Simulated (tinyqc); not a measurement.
Inside a calculation (part 1 of 2). Method: UHF in the sto-3g basis, for H2O, spin multiplicity 1. Computed by tinyqc, a small Python program that keeps every step (integrals from PySCF). Settings: charge = 0, multiplicity = 1, basis = sto-3g, energy threshold = 1e-10, iteration cap = 81, orthogonalisation = symmetric, start = Wolfsberg-Helmholz matrix, DIIS depth = 3, DIIS from iteration = 2, shift = 0.5, method = UHF, break = 0.4. Command: `OMP_NUM_THREADS=1 python tinyqc.py 22754 22755 out.jsonl` (the two numbers bound the seeds that draw the settings). One thread of a shared host (Intel(R) Xeon(R) Processor @ 2.60GHz), about 0.1 s of CPU time with the checks. Later iterations appear only in the table of the cycle.

## One-electron integrals

Geometry (angstrom):
```
atom         x          y         z
O     0.000000   0.000000  0.000000
H     0.000000   0.798000  0.491000
H     0.000000  -0.798000  0.491000
```

Basis sto-3g: exponents (1/bohr^2) and contraction coefficients of normalised primitives:
```
element  l (shell)    exponent  coefficient
O            s (1)  130.709320     0.154329
O            s (1)   23.808861     0.535328
O            s (1)    6.443608     0.444635
O            s (2)    5.033151    -0.099967
O            s (2)    1.169596     0.399513
O            s (2)    0.380389     0.700115
O            p (3)    5.033151     0.155916
O            p (3)    1.169596     0.607684
O            p (3)    0.380389     0.391957
H            s (1)    3.425251     0.154329
H            s (1)    0.623914     0.535328
H            s (1)    0.168855     0.444635
```

Overlap, kinetic and nuclear-attraction integrals over the contracted functions; the nuclear repulsion is the sum of Za Zb / Rab.

nuclear repulsion = 9.36810729 hartree

overlap S, lower triangle:
```
           1O 1s     1O 2s    1O 2px     1O 2py    1O 2pz     2H 1s     3H 1s
1O 1s   1.000000
1O 2s   0.236704  1.000000
1O 2px  0.000000  0.000000  1.000000
1O 2py  0.000000  0.000000  0.000000   1.000000
1O 2pz  0.000000  0.000000  0.000000   0.000000  1.000000
2H 1s   0.056630  0.488184  0.000000   0.341014  0.209822  1.000000
3H 1s   0.056630  0.488184  0.000000  -0.341014  0.209822  0.223393  1.000000
```

kinetic energy T (hartree), lower triangle:
```
            1O 1s     1O 2s    1O 2px     1O 2py    1O 2pz     2H 1s     3H 1s
1O 1s   29.003200
1O 2s   -0.168011  0.808128
1O 2px   0.000000  0.000000  2.528731
1O 2py   0.000000  0.000000  0.000000   2.528731
1O 2pz   0.000000  0.000000  0.000000   0.000000  2.528731
2H 1s   -0.001000  0.138571  0.000000   0.255594  0.157264  0.760032
3H 1s   -0.001000  0.138571  0.000000  -0.255594  0.157264  0.002679  0.760032
```

nuclear attraction V (hartree), lower triangle:
```
             1O 1s       1O 2s      1O 2px      1O 2py      1O 2pz      2H 1s      3H 1s
1O 1s   -61.748023
1O 2s    -7.450453  -10.164509
1O 2px    0.000000    0.000000  -10.003980
1O 2py    0.000000    0.000000    0.000000  -10.194069
1O 2pz   -0.016981   -0.198161    0.000000    0.000000  -10.075944
2H 1s    -1.835489   -4.001224    0.000000   -2.494803   -1.594790  -5.897716
3H 1s    -1.835489   -4.001224    0.000000    2.494803   -1.594790  -1.480352  -5.897716
```

core Hamiltonian H = T + V (hartree), lower triangle:
```
             1O 1s      1O 2s     1O 2px     1O 2py     1O 2pz      2H 1s      3H 1s
1O 1s   -32.744823
1O 2s    -7.618464  -9.356381
1O 2px    0.000000   0.000000  -7.475248
1O 2py    0.000000   0.000000   0.000000  -7.665338
1O 2pz   -0.016981  -0.198161   0.000000   0.000000  -7.547212
2H 1s    -1.836489  -3.862653   0.000000  -2.239209  -1.437526  -5.137684
3H 1s    -1.836489  -3.862653   0.000000   2.239209  -1.437526  -1.477673  -5.137684
```

## Two-electron integrals

Functions are numbered as in S; the eight-fold symmetry (ij|kl) = (ji|kl) = (kl|ij) leaves the list below.

Two-electron integrals (ij|kl) in chemists' order, unique and non-zero (hartree):
```
(11|11) 4.785065    (21|11) 0.741380    (21|21) 0.136873    (22|11) 1.118947
(22|21) 0.256633    (22|22) 0.817206    (31|31) 0.024477    (32|31) 0.037809
(32|32) 0.180518    (33|11) 1.115814    (33|21) 0.256684    (33|22) 0.817023
(33|33) 0.880159    (41|41) 0.024477    (42|41) 0.037809    (42|42) 0.180518
(43|43) 0.047444    (44|11) 1.115814    (44|21) 0.256684    (44|22) 0.817023
(44|33) 0.785270    (44|44) 0.880159    (51|51) 0.024477    (52|51) 0.037809
(52|52) 0.180518    (53|53) 0.047444    (54|54) 0.047444    (55|11) 1.115814
(55|21) 0.256684    (55|22) 0.817023    (55|33) 0.785270    (55|44) 0.785270
(55|55) 0.880159    (61|11) 0.180350    (61|21) 0.032993    (61|22) 0.061391
(61|33) 0.061276    (61|41) 0.001288    (61|42) 0.002403    (61|44) 0.061532
(61|51) 0.000793    (61|52) 0.001478    (61|54) 0.000158    (61|55) 0.061373
(61|61) 0.008056    (62|11) 0.417913    (62|21) 0.096959    (62|22) 0.339409
(62|33) 0.333826    (62|41) 0.006160    (62|42) 0.046116    (62|44) 0.345747
(62|51) 0.003790    (62|52) 0.028375    (62|54) 0.007335    (62|55) 0.338339
(62|61) 0.023785    (62|62) 0.171300    (63|31) 0.010395    (63|32) 0.059595
(63|43) 0.009698    (63|53) 0.005967    (63|63) 0.025068    (64|11) 0.248608
(64|21) 0.058453    (64|22) 0.218574    (64|33) 0.208550    (64|41) 0.013670
(64|42) 0.087923    (64|44) 0.235516    (64|51) 0.002015    (64|52) 0.017430
(64|54) 0.010625    (64|55) 0.211416    (64|61) 0.015004    (64|62) 0.133998
(64|64) 0.128745    (65|11) 0.152966    (65|21) 0.035965    (65|22) 0.134486
(65|33) 0.128318    (65|41) 0.002015    (65|42) 0.017430    (65|44) 0.132976
(65|51) 0.011634    (65|52) 0.070319    (65|54) 0.012564    (65|55) 0.142016
(65|61) 0.009232    (65|62) 0.082448    (65|64) 0.063792    (65|65) 0.064318
(66|11) 0.541724    (66|21) 0.127725    (66|22) 0.510612    (66|33) 0.489792
(66|41) 0.010972    (66|42) 0.111342    (66|44) 0.534654    (66|51) 0.006751
(66|52) 0.068507    (66|54) 0.027603    (66|55) 0.506775    (66|61) 0.031649
(66|62) 0.317414    (66|64) 0.283757    (66|65) 0.174592    (66|66) 0.774606
(71|11) 0.180350    (71|21) 0.032993    (71|22) 0.061391    (71|33) 0.061276
(71|41) -0.001288   (71|42) -0.002403   (71|44) 0.061532    (71|51) 0.000793
(71|52) 0.001478    (71|54) -0.000158   (71|55) 0.061373    (71|61) 0.007913
(71|62) 0.022936    (71|64) 0.013176    (71|65) 0.008908    (71|66) 0.030081
(71|71) 0.008056    (72|11) 0.417913    (72|21) 0.096959    (72|22) 0.339409
(72|33) 0.333826    (72|41) -0.006160   (72|42) -0.046116   (72|44) 0.345747
(72|51) 0.003790    (72|52) 0.028375    (72|54) -0.007335   (72|55) 0.338339
(72|61) 0.022936    (72|62) 0.137308    (72|64) 0.074073    (72|65) 0.064121
(72|66) 0.207914    (72|71) 0.023785    (72|72) 0.171300    (73|31) 0.010395
(73|32) 0.059595    (73|43) -0.009698   (73|53) 0.005967    (73|63) 0.019364
(73|73) 0.025068    (74|11) -0.248608   (74|21) -0.058453   (74|22) -0.218574
(74|33) -0.208550   (74|41) 0.013670    (74|42) 0.087923    (74|44) -0.235516
(74|51) -0.002015   (74|52) -0.017430   (74|54) 0.010625    (74|55) -0.211416
(74|61) -0.013176   (74|62) -0.074073   (74|64) -0.021099   (74|65) -0.033794
(74|66) -0.099073   (74|71) -0.015004   (74|72) -0.133998   (74|74) 0.128745
(75|11) 0.152966    (75|21) 0.035965    (75|22) 0.134486    (75|33) 0.128318
(75|41) -0.002015   (75|42) -0.017430   (75|44) 0.132976    (75|51) 0.011634
(75|52) 0.070319    (75|54) -0.012564   (75|55) 0.142016    (75|61) 0.008908
(75|62) 0.064121    (75|64) 0.033794    (75|65) 0.048843    (75|66) 0.106313
(75|71) 0.009232    (75|72) 0.082448    (75|74) -0.063792   (75|75) 0.064318
(76|11) 0.149241    (76|21) 0.034871    (76|22) 0.130478    (76|33) 0.127890
(76|44) 0.130914    (76|51) 0.002233    (76|52) 0.019180    (76|55) 0.132494
(76|61) 0.008437    (76|62) 0.063173    (76|64) 0.042685    (76|65) 0.034189
(76|66) 0.116587    (76|71) 0.008437    (76|72) 0.063173    (76|74) -0.042685
(76|75) 0.034189    (76|76) 0.027743    (77|11) 0.541724    (77|21) 0.127725
(77|22) 0.510612    (77|33) 0.489792    (77|41) -0.010972   (77|42) -0.111342
(77|44) 0.534654    (77|51) 0.006751    (77|52) 0.068507    (77|54) -0.027603
(77|55) 0.506775    (77|61) 0.030081    (77|62) 0.207914    (77|64) 0.099073
(77|65) 0.106313    (77|66) 0.326826    (77|71) 0.031649    (77|72) 0.317414
(77|74) -0.283757   (77|75) 0.174592    (77|76) 0.116587    (77|77) 0.774606
```

## Orthogonalisation

S = U s U^T; symmetric (Loewdin) form X = U s^(-1/2) U^T, so that X^T S X = 1.

eigenvalues of S: 0.331876  0.393270  0.896582  1.000000  1.077854  1.383336  1.917081

X, lower triangle:
```
            1O 1s      1O 2s    1O 2px     1O 2py     1O 2pz      2H 1s     3H 1s
1O 1s    1.024320
1O 2s   -0.144806   1.268041
1O 2px   0.000000   0.000000  1.000000
1O 2py   0.000000   0.000000  0.000000   1.138441
1O 2pz  -0.009276   0.103676  0.000000   0.000000   1.043675
2H 1s    0.022728  -0.313425  0.000000  -0.256391  -0.132462   1.223879
3H 1s    0.022728  -0.313425  0.000000   0.256391  -0.132462  -0.082520  1.223879
```

## Starting guess

The start is the generalised Wolfsberg-Helmholz matrix (K = 1.75) built on H, with HOMO and LUMO mixed by +/-0.4 rad for the two spins; D(s) = C_occ C_occ^T for each spin.

D(alpha) at the start, lower triangle:
```
            1O 1s      1O 2s     1O 2px     1O 2py    1O 2pz      2H 1s     3H 1s
1O 1s    1.029175
1O 2s   -0.112227   0.526515
1O 2px   0.000000   0.000000   0.848353
1O 2py   0.000000   0.000000  -0.317820   0.761436
1O 2pz   0.051922  -0.189577   0.000000   0.000000  0.933742
2H 1s   -0.074728   0.178611   0.332617   0.070260  0.050763   0.266867
3H 1s   -0.074728   0.178611  -0.332617  -0.070260  0.050763  -0.112183  0.266867
```

D(beta) at the start, lower triangle:
```
            1O 1s      1O 2s     1O 2px     1O 2py    1O 2pz      2H 1s     3H 1s
1O 1s    1.029175
1O 2s   -0.112227   0.526515
1O 2px   0.000000   0.000000   0.848353
1O 2py   0.000000   0.000000   0.317820   0.761436
1O 2pz   0.051922  -0.189577   0.000000   0.000000  0.933742
2H 1s   -0.074728   0.178611  -0.332617   0.070260  0.050763   0.266867
3H 1s   -0.074728   0.178611   0.332617  -0.070260  0.050763  -0.112183  0.266867
```

## Iteration 1: building the Fock matrix

J_ij = sum D_kl (ij|kl) with D = D(alpha) + D(beta), K_ij = sum D_kl (ik|jl) for each spin; F = H + J - K(s); E = tr D H + tr D J / 2 - 0.5 sum_s tr D(s) K(s) + E_nn.

Coulomb J (hartree), lower triangle:
```
            1O 1s     1O 2s    1O 2px     1O 2py    1O 2pz     2H 1s     3H 1s
1O 1s   17.573519
1O 2s    3.327561  8.317026
1O 2px   0.000000  0.000000  8.272722
1O 2py   0.000000  0.000000  0.000000   8.336688
1O 2pz  -0.006583  0.013502  0.000000   0.000000  8.318555
2H 1s    0.801761  3.424931  0.000000   2.197508  1.359142  5.193549
3H 1s    0.801761  3.424931  0.000000  -2.197508  1.359142  1.313745  5.193549
```

exchange K(alpha) (hartree), lower triangle:
```
           1O 1s      1O 2s     1O 2px     1O 2py    1O 2pz     2H 1s     3H 1s
1O 1s   4.865297
1O 2s   0.851824   1.265540
1O 2px  0.000000   0.000000   0.991306
1O 2py  0.000000   0.000000  -0.119467   1.067012
1O 2pz  0.004419  -0.046996   0.000000   0.000000  1.112468
2H 1s   0.209806   0.598187   0.052908   0.361466  0.209254  0.615194
3H 1s   0.209806   0.598187  -0.052908  -0.361466  0.209254  0.217745  0.615194
```

exchange K(beta) (hartree), lower triangle:
```
           1O 1s      1O 2s     1O 2px     1O 2py    1O 2pz     2H 1s     3H 1s
1O 1s   4.865297
1O 2s   0.851824   1.265540
1O 2px  0.000000   0.000000   0.991306
1O 2py  0.000000   0.000000   0.119467   1.067012
1O 2pz  0.004419  -0.046996   0.000000   0.000000  1.112468
2H 1s   0.209806   0.598187  -0.052908   0.361466  0.209254  0.615194
3H 1s   0.209806   0.598187   0.052908  -0.361466  0.209254  0.217745  0.615194
```

F(alpha) (hartree), lower triangle:
```
             1O 1s      1O 2s     1O 2px     1O 2py     1O 2pz      2H 1s      3H 1s
1O 1s   -20.036601
1O 2s    -5.142726  -2.304895
1O 2px    0.000000   0.000000  -0.193832
1O 2py    0.000000   0.000000   0.119467  -0.395662
1O 2pz   -0.027983  -0.137663   0.000000   0.000000  -0.341124
2H 1s    -1.244534  -1.035909  -0.052908  -0.403167  -0.287637  -0.559329
3H 1s    -1.244534  -1.035909   0.052908   0.403167  -0.287637  -0.381673  -0.559329
```

F(beta) (hartree), lower triangle:
```
             1O 1s      1O 2s     1O 2px     1O 2py     1O 2pz      2H 1s      3H 1s
1O 1s   -20.036601
1O 2s    -5.142726  -2.304895
1O 2px    0.000000   0.000000  -0.193832
1O 2py    0.000000   0.000000  -0.119467  -0.395662
1O 2pz   -0.027983  -0.137663   0.000000   0.000000  -0.341124
2H 1s    -1.244534  -1.035909   0.052908  -0.403167  -0.287637  -0.559329
3H 1s    -1.244534  -1.035909  -0.052908   0.403167  -0.287637  -0.381673  -0.559329
```

total energy of this density = -74.55731941 hartree

## Iteration 1: diagonalisation and new density

A level shift of 0.5 hartree raises the virtual space: F + shift (S - S D(s) S), with D(s) the density of one spin. Diagonalise F' = X^T F X, C = X C', fill 5 alpha and 5 beta electrons from the bottom; D(s) = C_occ C_occ^T. Each column has its largest component positive (the first on a tie).

F' = X^T F X (alpha) (hartree), lower triangle:
```
            1          2          3          4          5          6         7
1  -19.644680
2   -2.754446  -0.816845
3    0.000000   0.000000  -0.118009
4    0.000000   0.000000   0.253357   0.041914
5   -0.059128   0.141087   0.000000   0.000000  -0.213291
6   -0.169221  -0.730839  -0.209346  -0.608031  -0.315051   0.361957
7   -0.169221  -0.730839   0.209346   0.608031  -0.315051  -0.139811  0.361957
```

orbital energies (alpha) (hartree): MO1 -20.046756, MO2 -1.160843, MO3 -0.619281, MO4 -0.343438, MO5 -0.226011, MO6 1.098367, MO7 1.270966

coefficients C (alpha):
```
              MO1        MO2        MO3        MO4        MO5        MO6        MO7
1O 1s    0.993558  -0.219343   0.000000   0.084974   0.000000  -0.169793   0.000000
1O 2s    0.029531   0.741258   0.000000  -0.389240   0.000000   1.065022   0.000000
1O 2px   0.000000   0.000000  -0.049594   0.000000   0.961638   0.000000   0.269802
1O 2py   0.000000   0.000000   0.691946   0.000000  -0.229874   0.000000   0.946514
1O 2pz   0.004523   0.137180   0.000000   0.907877   0.000000   0.540466   0.000000
2H 1s   -0.007216   0.223583   0.349081   0.111345   0.257839  -0.839767  -0.854832
3H 1s   -0.007216   0.223583  -0.349081   0.111345  -0.257839  -0.839767   0.854832
```

F' = X^T F X (beta) (hartree), lower triangle:
```
            1          2          3          4          5          6         7
1  -19.644680
2   -2.754446  -0.816845
3    0.000000   0.000000  -0.118009
4    0.000000   0.000000  -0.253357   0.041914
5   -0.059128   0.141087   0.000000   0.000000  -0.213291
6   -0.169221  -0.730839   0.209346  -0.608031  -0.315051   0.361957
7   -0.169221  -0.730839  -0.209346   0.608031  -0.315051  -0.139811  0.361957
```

orbital energies (beta) (hartree): MO1 -20.046756, MO2 -1.160843, MO3 -0.619281, MO4 -0.343438, MO5 -0.226011, MO6 1.098367, MO7 1.270966

coefficients C (beta):
```
              MO1        MO2        MO3        MO4        MO5        MO6        MO7
1O 1s    0.993558  -0.219343   0.000000   0.084974   0.000000  -0.169793   0.000000
1O 2s    0.029531   0.741258   0.000000  -0.389240   0.000000   1.065022   0.000000
1O 2px   0.000000   0.000000   0.049594   0.000000   0.961638   0.000000  -0.269802
1O 2py   0.000000   0.000000   0.691946   0.000000   0.229874   0.000000   0.946514
1O 2pz   0.004523   0.137180   0.000000   0.907877   0.000000   0.540466   0.000000
2H 1s   -0.007216   0.223583   0.349081   0.111345  -0.257839  -0.839767  -0.854832
3H 1s   -0.007216   0.223583  -0.349081   0.111345   0.257839  -0.839767   0.854832
```

D(alpha) after iteration 1, lower triangle:
```
            1O 1s      1O 2s     1O 2px     1O 2py    1O 2pz      2H 1s     3H 1s
1O 1s    1.042489
1O 2s   -0.166324   0.701843
1O 2px   0.000000   0.000000   0.927207
1O 2py   0.000000   0.000000  -0.255372   0.531631
1O 2pz   0.051550  -0.251563   0.000000   0.000000  0.843080
2H 1s   -0.046750   0.122179   0.230635   0.182274  0.131727   0.250777
3H 1s   -0.046750   0.122179  -0.230635  -0.182274  0.131727  -0.125899  0.250777
```

D(beta) after iteration 1, lower triangle:
```
            1O 1s      1O 2s     1O 2px     1O 2py    1O 2pz      2H 1s     3H 1s
1O 1s    1.042489
1O 2s   -0.166324   0.701843
1O 2px   0.000000   0.000000   0.927207
1O 2py   0.000000   0.000000   0.255372   0.531631
1O 2pz   0.051550  -0.251563   0.000000   0.000000  0.843080
2H 1s   -0.046750   0.122179  -0.230635   0.182274  0.131727   0.250777
3H 1s   -0.046750   0.122179   0.230635  -0.182274  0.131727  -0.125899  0.250777
```

## Iteration 2: building the Fock matrix

As before.

Coulomb J (hartree), lower triangle:
```
            1O 1s     1O 2s    1O 2px     1O 2py    1O 2pz     2H 1s     3H 1s
1O 1s   17.524197
1O 2s    3.312794  8.286510
1O 2px   0.000000  0.000000  8.263355
1O 2py   0.000000  0.000000  0.000000   8.287549
1O 2pz  -0.008743  0.011913  0.000000   0.000000  8.285097
2H 1s    0.798130  3.415335  0.000000   2.190376  1.356910  5.191002
3H 1s    0.798130  3.415335  0.000000  -2.190376  1.356910  1.311881  5.191002
```

exchange K(alpha) (hartree), lower triangle:
```
           1O 1s      1O 2s     1O 2px     1O 2py    1O 2pz     2H 1s     3H 1s
1O 1s   4.879974
1O 2s   0.838356   1.294070
1O 2px  0.000000   0.000000   1.066042
1O 2py  0.000000   0.000000  -0.111980   0.979158
1O 2pz  0.001886  -0.057787   0.000000   0.000000  1.087035
2H 1s   0.209339   0.598150   0.029048   0.367333  0.223374  0.630088
3H 1s   0.209339   0.598150  -0.029048  -0.367333  0.223374  0.206497  0.630088
```

exchange K(beta) (hartree), lower triangle:
```
           1O 1s      1O 2s     1O 2px     1O 2py    1O 2pz     2H 1s     3H 1s
1O 1s   4.879974
1O 2s   0.838356   1.294070
1O 2px  0.000000   0.000000   1.066042
1O 2py  0.000000   0.000000   0.111980   0.979158
1O 2pz  0.001886  -0.057787   0.000000   0.000000  1.087035
2H 1s   0.209339   0.598150  -0.029048   0.367333  0.223374  0.630088
3H 1s   0.209339   0.598150   0.029048  -0.367333  0.223374  0.206497  0.630088
```

F(alpha) (hartree), lower triangle:
```
             1O 1s      1O 2s     1O 2px     1O 2py     1O 2pz      2H 1s      3H 1s
1O 1s   -20.100600
1O 2s    -5.144025  -2.363941
1O 2px    0.000000   0.000000  -0.277935
1O 2py    0.000000   0.000000   0.111980  -0.356946
1O 2pz   -0.027609  -0.128462   0.000000   0.000000  -0.349151
2H 1s    -1.247698  -1.045468  -0.029048  -0.416166  -0.303990  -0.576770
3H 1s    -1.247698  -1.045468   0.029048   0.416166  -0.303990  -0.372289  -0.576770
```

F(beta) (hartree), lower triangle:
```
             1O 1s      1O 2s     1O 2px     1O 2py     1O 2pz      2H 1s      3H 1s
1O 1s   -20.100600
1O 2s    -5.144025  -2.363941
1O 2px    0.000000   0.000000  -0.277935
1O 2py    0.000000   0.000000  -0.111980  -0.356946
1O 2pz   -0.027609  -0.128462   0.000000   0.000000  -0.349151
2H 1s    -1.247698  -1.045468   0.029048  -0.416166  -0.303990  -0.576770
3H 1s    -1.247698  -1.045468  -0.029048   0.416166  -0.303990  -0.372289  -0.576770
```

total energy of this density = -74.81420293 hartree
